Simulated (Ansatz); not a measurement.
The input, for Ansatz 0.2.0:

```yaml
crystal:
  periodic: [false, false, false]
  atoms:
    - {symbol: Ge, position_ang: [0.000000, 0.000000, 0.223242]}
    - {symbol: B, position_ang: [0.000000, 0.000000, -1.707389]}
    - {symbol: H, position_ang: [0.000000, 1.259295, 1.112326]}
    - {symbol: H, position_ang: [0.000000, -1.259295, 1.112326]}
basis:
  gaussian: {orbitals: cc-pVTZ}
magnetization: {spin_polarized: false, initial_magnetization: 1}
correlation: {method: fic_mrcisd_q, electrons: outside_noble_gas, active_space: {window: {electrons: 9, orbitals: 10}, shells: [{species: B, l: s, shell: 2}, {species: B, l: p, shell: 2}, {species: Ge, l: s, shell: 4}, {species: Ge, l: p, shell: 4}, {species: H, l: s, shell: 1}]}}
```

```sh
$ ansatz run in.yaml --threads 2 --pin off --events-out ev --progress --plain --max-ram 16896MiB --backend cuda --devices 0, --max-vram 18GiB
```

The program prints:

```
1206 factors; integrals over basis functions are off by at most 2.0e-7 eV
mean field evaluation 1: about -57172.4449 eV, gradient 9.9e0 eV
mean field evaluation 2: about -57172.4469 eV, gradient 9.9e0 eV
mean field evaluation 4: about -57173.2779 eV, gradient 1.4e0 eV
mean field evaluation 8: about -57173.2955 eV, gradient 8.9e-2 eV
mean field evaluation 16: about -57173.2158 eV, gradient 1.0e-1 eV
mean field evaluation 32: about -57170.7915 eV, gradient 1.6e0 eV
mean field -57173.29570362 eV, -2101.0798636564 hartree, gradient 8.8e-6 eV, S^2 0.750000; 8 other end points of the search recorded, 0 dependent functions left out
reference -57173.29570362 eV, -2101.0798636564 hartree; 20, 19 occupied and 81, 82 virtual orbitals, 1206 factors
state -57175.72839656 eV, -2101.1692634729 hartree
contracted CI cycle   1: correlation 0.00000000 eV, 0.0000000000 hartree, residual 1.51e1 eV
contracted CI cycle   2: correlation -3.17841747 eV, -0.1168046876 hartree, residual 3.34e0 eV
contracted CI cycle   3: correlation -3.33343427 eV, -0.1225014499 hartree, residual 8.18e-1 eV
contracted CI cycle   4: correlation -3.34216382 eV, -0.1228222550 hartree, residual 2.04e-1 eV
contracted CI cycle   5: correlation -3.34273842 eV, -0.1228433713 hartree, residual 5.51e-2 eV
contracted CI cycle   6: correlation -3.34278033 eV, -0.1228449114 hartree, residual 1.50e-2 eV
contracted CI cycle   7: correlation -3.34278364 eV, -0.1228450329 hartree, residual 4.28e-3 eV
contracted CI cycle   8: correlation -3.34278390 eV, -0.1228450425 hartree, residual 1.24e-3 eV
state -57175.72839656 eV, -2101.1692634729 hartree; corrected -57179.29320037 eV, -2101.3002675967 hartree
Total energy: -57179.29320037 eV, -2101.3002675967 hartree
Checks for a lower state left out: starts, orbital_swaps
```

Ran on 2 threads of AMD EPYC 7R13 with a shared H100 80 GB, shared host: 7 s wall, 0.94 GiB peak host memory.
